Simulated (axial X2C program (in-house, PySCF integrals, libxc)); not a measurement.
**NO⁺: cheaper levels and CCSD(T), 2c**

All values were computed with an in-house relativistic program for diatomic molecules. Two-component (2c) means X2C with spin–orbit coupling and atomic mean-field two-electron Coulomb and Gaunt terms. Basis: O dyall-av3z [7s6p3d2f], N dyall-av3z [7s7p3d2f] (cores contracted in-house); Gaussian nuclei, density fitting, unrestricted open shells. Masses: O 15.995 u, N 14.003 u.

State: Ω = 0 (closed shell); fragments O+ + N.

```csv
level,Re (Å),ωe (cm⁻¹),De (eV)
PBE0,1.054,2524.1,10.93
HF,1.026,2839.9,5.42
CCSD,1.060,2466.5,10.10
r2SCAN,1.059,2449.5,10.73
PBE50,1.040,2668.8,9.92
B97-3,1.054,2522.0,11.09
```

Correlated methods: 10 electrons correlated (number of frozen shells: O 1 s; N 1 s), 198 virtual spin orbitals or spinors in MP2, 104 natural virtuals in coupled cluster.

CCSD(T), same Hamiltonian and basis:

Re = 1.068 Å, ωe = 2357.6 cm⁻¹, De = 10.54 eV; T1 = 0.017 (Lee–Taylor normalisation).

**Question.** Give the differences from CCSD(T) in the columns below.

**Answer.** 

| level | ΔRe (Å) | Δωe (cm⁻¹) | ΔDe (eV) |
| --- | --- | --- | --- |
| PBE0 | -0.014 | 166 | 0.39 |
| HF | -0.042 | 482 | -5.12 |
| CCSD | -0.008 | 109 | -0.44 |
| r2SCAN | -0.009 | 92 | 0.19 |
| PBE50 | -0.028 | 311 | -0.62 |
| B97-3 | -0.014 | 164 | 0.55 |

Occupations by symmetry block were frozen at the best pattern of an incomplete PBE0 search. The closed shell is kept restricted, so the energy runs too high when the bond is stretched far. Dissociation energies refer to the lowest single-determinant-based atoms at the same level and basis. Coupled cluster ran in a truncated set of natural virtual spinors; the MP2 energy of the rest was added. (T) has no such correction and the atoms are truncated less, which lowers De at CCSD(T) by a hundredth of an eV or more.
